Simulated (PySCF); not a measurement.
N: ionisation energy

N [He] 2s2 2p3 (4S) → N⁺ [He] 2s2 2p2 (3P), as a difference of total energies. Calculation: PySCF 2.14, in aug-cc-pVTZ (5s4p3d2f, 46 functions); no relativity, point nucleus. Correlated levels: valence: 1s2 frozen. The calculations carry no spin-orbit coupling.

```json
{"method": "UHF", "ionisation energy (eV)": "13.897"}
{"method": "LDA", "ionisation energy (eV)": "15.010"}
{"method": "PBE", "ionisation energy (eV)": "14.734"}
{"method": "PBE0", "ionisation energy (eV)": "14.706"}
{"method": "r2SCAN", "ionisation energy (eV)": "14.811"}
{"method": "BP86", "ionisation energy (eV)": "14.758"}
{"method": "PW91", "ionisation energy (eV)": "14.803"}
{"method": "MN15", "ionisation energy (eV)": "14.565"}
{"method": "B3LYP", "ionisation energy (eV)": "14.663"}
{"method": "MP2 (valence)", "ionisation energy (eV)": "14.590"}
{"method": "SCS-MP2 (valence)", "ionisation energy (eV)": "14.333"}
```

**Question.** How much does correlation contribute at MP2 (valence)?

**Answer.** 14.590 − (13.897) = 0.693 eV, measured against UHF.

Errors of the correlated levels include the incompleteness of this basis and the frozen core.

For comparison: 14.545 eV (measured; NIST levels, between the centres of gravity of the two terms).
